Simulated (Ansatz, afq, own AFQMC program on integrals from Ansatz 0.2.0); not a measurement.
# AlH₄, doublet in cc-pVTZ, levels against CCSDT(Q)

```yaml
atoms:
  - { symbol: Al, position_ang: [-0.0914, 0.0000, 0.0000] }
  - { symbol: H, position_ang: [-0.8844, 1.3734, 0.0000] }
  - { symbol: H, position_ang: [-0.8844, -1.3734, 0.0000] }
  - { symbol: H, position_ang: [1.6696, 0.0000, 0.0000] }
  - { symbol: H, position_ang: [2.5466, 0.0000, 0.0000] }
```

Basis cc-pVTZ. Only valence electrons are correlated. Ansatz 0.2.0 and our own AFQMC program on the same integrals; the CISD trial comes from CCSD amplitudes, and released means the phaseless constraint is let go. Uncertainties: one standard error, sampling alone.

Determinant: UHF, the one that the program's search chose, which needn't be the lowest solution. The geometry is a point of a scan.

No full CI on the walks' own integrals is used here; CCSDT(Q) serves as the reference and is uncertain by about the last step of the cluster series.

* T1 diagnostic: 0.0162
* weight of the determinant in the CISD state: 0.918
* ⟨S²⟩ of the determinant: 0.772
* size of the correlated space: 7 electrons in 85 orbitals

| level | correlation energy (eV) |
| --- | --- |
| MP2 | -2.9196 |
| CCSD | -3.6811 |
| CCSD(T) | -3.7473 |

(1) Estimate where AFQMC with the constraint released lies against CCSD(T) on the same integrals.

(1) 1.9 ± 0.2 kJ/mol below CCSD(T).

Reference: CCSDT(Q), correlation energy -3.768 eV. The released energy is read at 2.40 1/Eh (meV from the phaseless value at times in 1/Eh: -1.7 ± 1.3 at 0.24, -3.3 ± 1.2 at 0.51, -4.1 ± 1.2 at 0.99, -5.3 ± 1.4 at 1.62, -5.0 ± 2.0 at 2.40).

| level | E − E(reference) (kJ/mol) | share of correlation (%) |
| --- | --- | --- |
| CCSD(T) | 2.0 | 99.45 |
| CCSDT | 0.2 | 99.95 |
| ph-AFQMC/CISD | 0.6 ± 0.2 | 99.84 |
| released AFQMC | 0.1 ± 0.2 | 99.97 |

A walk keeps the symmetry of its determinant, which the program's search chose and which needn't be the lowest solution, so a lower state of the same spin and another symmetry isn't excluded. Released energies are given only where the last usable release times agree within the noise; a slower fall can still hide under it.
